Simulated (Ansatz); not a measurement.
## Ansatz (development build ahead of 0.2.0) run

```yaml
crystal:
  periodic: [false, false, false]
  atoms:
    - { symbol: C, position_ang: [-0.0062, -0.00766, 0.00171] }
    - { symbol: H, position_ang: [0.63594, 0.62811, 0.62613] }
    - { symbol: H, position_ang: [0.63085, -0.64067, -0.62724] }
    - { symbol: H, position_ang: [-0.63096, 0.6427, -0.63014] }
    - { symbol: H, position_ang: [-0.6308, -0.6245, 0.63401] }
basis:
  gaussian: { orbitals: cc-pVDZ }
hamiltonian:
  xc: hf
correlation:
  method: mp2
  frozen_orbitals: { C: 1, H: 0 }
```

The input is written out in the form of the current development build from the run's settings.

The run gave:

| Quantity | Value |
| --- | --- |
| Converged | yes |
| Reference energy | -40.19848 hartree |
| Correlation energy | -0.16144 hartree |
| Total energy | -40.35992 hartree |
| Spin squared of the determinant | 0.000 |
